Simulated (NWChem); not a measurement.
# Correlation energy of butadiene (C₄H₆)

SMILES: C=CC=C
```xyz
10

C     -1.7280    -0.6628     0.0000
C     -0.7001     0.1973     0.0000
C      0.7001    -0.1973     0.0000
C      1.7280     0.6628     0.0000
H     -1.5632    -1.7451     0.0000
H     -2.7643    -0.3169     0.0000
H     -0.9023     1.2755     0.0000
H      0.9023    -1.2755     0.0000
H      2.7643     0.3169     0.0000
H      1.5632     1.7451     0.0000
```
Charge 0, spin multiplicity 1.

Everything below was run with NWChem. All single points use one geometry, from PBE0/def2-SVP, a minimum by its harmonic frequencies. It is one conformer; others weren't searched.

Basis set: STO-3G. Each correlation energy counts from its own Hartree-Fock reference.

The correlated methods keep 4 core orbitals frozen. No row is a measurement; the coupled-cluster row has its own basis-set and correlation limits.

```
method        correlation energy (mHa)            remark
------------  ------------------------  ----------------
CCSD(T)                         -310.9                 -
CR-CCSD[T]                      -310.2                 -
CR-CCSD(T)                      -310.2                 -
CCSDT                              ___  large amplitudes
SCS-MP2                         -257.1                 -
CCSD+T(CCSD)                    -310.9                 -
MP2                             -240.7                 -
CCSD                               ___                 -
```

Question: Complete the blanks.

Answer: 
- CCSDT, correlation energy (mHa): -311.3
- CCSD, correlation energy (mHa): -308.0
